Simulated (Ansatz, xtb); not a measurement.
# Relative energy of two isomers of C4H6

Structure a is `C=CC=C`, a singlet and structure b is `CC#CC`, a singlet. Both are isolated molecules in the gas phase, relaxed with PBE0-D3(BJ)/def2-SVP; the shapes shown needn't be the lowest conformers.

a (Å):

```yaml
atoms:
  - { symbol: C, position_ang: [-1.8280, -0.8762, -1.8302] }
  - { symbol: C, position_ang: [-1.3524, -0.4739, -0.6437] }
  - { symbol: C, position_ang: [0.0594, -0.2900, -0.3464] }
  - { symbol: C, position_ang: [0.5351, 0.1121, 0.8401] }
  - { symbol: H, position_ang: [-2.8990, -1.0002, -2.0056] }
  - { symbol: H, position_ang: [-1.1561, -1.0947, -2.6663] }
  - { symbol: H, position_ang: [-2.0534, -0.2632, 0.1732] }
  - { symbol: H, position_ang: [0.7604, -0.5007, -1.1633] }
  - { symbol: H, position_ang: [1.6061, 0.2360, 1.0156] }
  - { symbol: H, position_ang: [-0.1368, 0.3304, 1.6763] }
```

b (Å):

```tsv
atom	x (Å)	y (Å)	z (Å)
C	-2.6923	-0.1976	-0.5094
C	-1.2435	-0.3268	-0.5037
C	-0.0362	-0.4347	-0.4989
C	1.4126	-0.5638	-0.4932
H	-3.0079	0.7431	-0.9878
H	-3.1653	-1.0263	-1.0598
H	-3.0982	-0.2031	0.5146
H	1.8718	0.0517	-1.2830
H	1.8389	-0.2421	0.4702
H	1.7217	-1.6075	-0.6623
```

Quicker runs give these differences E(b) − E(a): GFN2-xTB −0.131 eV; HF/STO-3G −0.490 eV (at GFN2-xTB geometries); r2SCAN-D4/def2-SVP +0.396 eV (at GFN2-xTB geometries).

Question: Which of the two would you expect CCSD(T)/def2-TZVP electronic energies to favour?

Answer: Structure a; the calculation gives E(b) − E(a) = +0.372 eV.

The same difference at several levels:

```
               level              geometry  E(b) − E(a) (eV)  departure from the last row (eV)  job, with rough time for the two
            GFN2-xTB              GFN2-xTB              −0.131                            −0.503             optimisation, 0.072 s
           HF/STO-3G              GFN2-xTB              −0.490                            −0.862              single point, 0.18 s
  r2SCAN-D4/def2-SVP              GFN2-xTB              +0.396                            +0.024               single point, 1.6 s
PBE0-D3(BJ)/def2-SVP  PBE0-D3(BJ)/def2-SVP              +0.366                            −0.006               optimisation, 9.6 s
        HF/def2-TZVP  PBE0-D3(BJ)/def2-SVP              +0.353                            −0.019           part of the CCSD(T) run
       MP2/def2-TZVP  PBE0-D3(BJ)/def2-SVP              +0.215                            −0.157           part of the CCSD(T) run
   CCSD(T)/def2-TZVP  PBE0-D3(BJ)/def2-SVP              +0.372                                                  single point, 26 s
```

As drawn, b has 1 C–C, 1 C≡C in place of 2 C=C.

GFN2-xTB, HF/STO-3G put the two in the other order. The largest departure from CCSD(T)/def2-TZVP is that of HF/STO-3G, 0.862 eV.

With harmonic frequencies from PBE0-D3(BJ)/def2-SVP (ideal gas, rigid rotor, one conformer each, 298.15 K, 1 atm): on the last row, ΔE + ΔZPE = +0.341 eV. A mode under 50 cm⁻¹ makes harmonic enthalpies and free energies unreliable, so none is given.

The correlated steps freeze 4 core orbitals. Codes used: Ansatz 0.2.0, xtb 6.7.1; the last row on 2 threads of Intel(R) Xeon(R) 6975P-C (Granite Rapids) on a shared host.
